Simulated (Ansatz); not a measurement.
# C2H4FNO: how energies converge with the basis set

How large a basis does C2H4FNO need? Two functionals are run in growing sets.

Method: one geometry, several basis sets; program: Ansatz 0.2.0, Gaussian basis.

Plan: PBE0-D4/def2-SVP; ωB97M-V/def2-SVP; PBE0-D4/def2-QZVPP; ωB97M-V/def2-QZVPP; the functionals' def2-TZVPP values are taken from earlier runs.

## 1. Structure used throughout

An earlier PBE0-D4 in a triple-zeta def2 set relaxation fixed the geometry.

SMILES `OC/N=C\F`, 9 atoms, charge 0, spin multiplicity 1.

Atoms are counted from 1 here; the program's logs count them from 0.

Bond lengths: O1–C2 1.394 Å, O1–H6 0.962 Å, C2–N3 1.443 Å, C2–H7 1.100 Å, C2–H8 1.093 Å, N3–C4 1.239 Å, C4–F5 1.345 Å, C4–H9 1.086 Å. Angles: C2–O1–H6 107.5°, O1–C2–N3 110.6°, O1–C2–H7 111.7°, O1–C2–H8 106.5°, N3–C2–H7 107.6°, N3–C2–H8 112.3°, H7–C2–H8 108.2°, C2–N3–C4 121.5°, N3–C4–F5 124.4°, N3–C4–H9 124.4°, F5–C4–H9 111.1°.

As a file:

```
O    -0.1921    0.3892    1.9422
C    -0.5127    0.0520    0.6281
N     0.6143    0.2809   -0.2436
C     0.7221   -0.3046   -1.3296
F    -0.1668   -1.1954   -1.8052
H     0.2505    1.2431    1.9225
H    -1.3530    0.6518    0.2483
H    -0.8204   -0.9968    0.6427
H     1.5466   -0.1666   -2.0226
```

## 2. PBE0-D4 in def2-SVP

File in.yaml:

```yaml
crystal:
  periodic: [false, false, false]
  atoms:
    - {symbol: O, position_ang: [-0.192058, 0.389194, 1.942157]}
    - {symbol: C, position_ang: [-0.512719, 0.051988, 0.628095]}
    - {symbol: N, position_ang: [0.614264, 0.280867, -0.243586]}
    - {symbol: C, position_ang: [0.722145, -0.304633, -1.329637]}
    - {symbol: F, position_ang: [-0.166843, -1.195375, -1.805234]}
    - {symbol: H, position_ang: [0.250513, 1.243145, 1.922517]}
    - {symbol: H, position_ang: [-1.352975, 0.651797, 0.248343]}
    - {symbol: H, position_ang: [-0.820369, -0.996796, 0.642672]}
    - {symbol: H, position_ang: [1.546641, -0.166588, -2.022629]}
basis:
  gaussian: {orbitals: def2-SVP}
hamiltonian: {xc: pbe0, dispersion: d4}
output: {orbitals: {seedname: orbitals}}
```

Started as:

```
> ansatz run in.yaml --threads 2 --pin off --events-out ev --progress --plain --max-ram 4352MiB
```

The runs that follow: ωB97M-V in def2-SVP; PBE0-D4 in def2-QZVPP; ωB97M-V in def2-QZVPP.

**Question.** What will the summary of the whole plan be? Wanted: PBE0-D4: double and triple zeta above quadruple; ωB97M-V: double and triple zeta above quadruple.

As calculated:

| quantity | value |
| --- | --- |
| PBE0-D4: double and triple zeta above quadruple | 10.41, 0.46 eV |
| ωB97M-V: double and triple zeta above quadruple | 10.69, 0.44 eV |

What this shows: PBE0-D4 gains 9.95 eV from double to triple zeta, then 0.46 eV more. These are total energies; as a rule much of such shifts cancels in differences, which this series doesn't test. The LUMO of ωB97M-V is positive and keeps falling with the basis (2.28 to 1.76 eV): an unbound level that the basis holds in place.
